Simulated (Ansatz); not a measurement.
fcc Sr was calculated with r²SCAN+rVV10 (plane waves, PAW; Ansatz, a first-principles code).

Settings: plane-wave cutoff 560 eV, 16×16×16 k mesh, Fermi–Dirac smearing 0.05 eV, scalar-relativistic PAW data made under PBE.

Equation-of-state points:

```csv
V (Å³/atom),E − E_lowest (meV/atom)
52.386,8.09
53.500,3.52
54.615,0.87
55.730,0.00
56.844,0.79
57.959,3.12
59.073,6.89
```

Question: What bulk modulus B0 and pressure derivative B′ does a third-order Birch–Murnaghan fit give?

Answer: V0 = 55.744 Å³/atom, B0 = 11.9 GPa, B′ = 2.6 (fit to the energies at full precision).

Measured, for comparison: bulk modulus 12.5 GPa (corrected for temperature and zero-point phonon effects, our sources range from 12.0 to 12.5; as tabulated in Levämäki et al. (2014), arXiv:1402.3671); equilibrium volume per atom 55.22 Å³/atom (low-temperature or extrapolated to 0 K; zero-point anharmonic expansion removed; as tabulated in Csonka et al. (2009), arXiv:0903.4037). Computed (rounded) less measured: bulk modulus -5 % (-0.8 % to -5 % over the range), equilibrium volume per atom +0.9 %.

Computed values are for the static lattice.
